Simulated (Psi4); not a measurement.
Reaction (SMILES): O=C (CH2-O) + 2 [H][H] (H2) → C (CH4) + O (H2O)
B3LYP-D3(BJ)/def2-TZVP geometries, fixed; electronic energies without zero-point terms.
Largest species:
```
C
H 1 1.0892
H 1 1.0892 2 109.47
H 1 1.0892 2 109.47 3 120.00
H 1 1.0892 2 109.47 3 -120.00
```
Charge 0, spin multiplicity 1.

Basis-set convergence of the energy of full hydrogenation at HF with Psi4. Cartesian d functions, on some or all atoms, in 6-31G*, 6-31+G*; all else is spherical. Density fitting with the program's default auxiliary sets. Psi4's default fitting sets serve the pcseg sets less well. No added dispersion term, no relativity. Functions are those of the species that has most. Reference: the value in aug-cc-pVQZ, -58.50 kcal/mol, itself unsure by roughly 0.17 kcal/mol (its mean distance from def2-QZVPPD, def2-QZVPP, cc-pVQZ). Deviations are taken from unrounded values.

```tsv
basis	functions	energy of full hydrogenation (kcal/mol)
6-31G*	34	-54.35
6-31+G*	42	-56.00
cc-pVDZ	38	-57.24
aug-cc-pVDZ	64	-61.30
def2-SVP	38	-58.41
def2-SVPD	59	-61.86
pcseg-1	38	-57.45
aug-pcseg-1	64	-57.80
6-311G**	48	-57.72
6-311+G**	56	-59.41
def2-TZVP	74	-56.43
def2-TZVPD	95	-57.36
cc-pVTZ	88	-57.86
aug-cc-pVTZ	138	-58.75
pcseg-2	88	-58.80
aug-pcseg-2	138	-58.89
def2-TZVPP	90	-58.47
def2-TZVPPD	111	-58.92
cc-pVQZ	175	-58.11
aug-cc-pVQZ	264	-58.50
def2-QZVPP	177	-58.44
def2-QZVPPD	195	-58.57
pcseg-3	192	-58.58
aug-pcseg-3	281	-58.60
```

What the diffuse functions change, pair by pair:
- 6-31G* to 6-31+G*: 8 more functions, deviation 4.16 to 2.50 kcal/mol
- cc-pVDZ to aug-cc-pVDZ: 26 more functions, deviation 1.26 to -2.80 kcal/mol
- def2-SVP to def2-SVPD: 21 more functions, deviation 0.10 to -3.35 kcal/mol
- pcseg-1 to aug-pcseg-1: 26 more functions, deviation 1.05 to 0.70 kcal/mol
- 6-311G** to 6-311+G**: 8 more functions, deviation 0.78 to -0.90 kcal/mol
- def2-TZVP to def2-TZVPD: 21 more functions, deviation 2.07 to 1.14 kcal/mol
- cc-pVTZ to aug-cc-pVTZ: 50 more functions, deviation 0.64 to -0.25 kcal/mol
- pcseg-2 to aug-pcseg-2: 50 more functions, deviation -0.30 to -0.39 kcal/mol
- def2-TZVPP to def2-TZVPPD: 21 more functions, deviation 0.04 to -0.42 kcal/mol
- cc-pVQZ to aug-cc-pVQZ: 89 more functions, deviation 0.39 to 0.00 kcal/mol
- def2-QZVPP to def2-QZVPPD: 18 more functions, deviation 0.06 to -0.07 kcal/mol
- pcseg-3 to aug-pcseg-3: 89 more functions, deviation -0.07 to -0.09 kcal/mol

Leaving out the reference's own pair, they bring the value nearer the reference by more than 0.17 kcal/mol in 4 of 11 pairs.
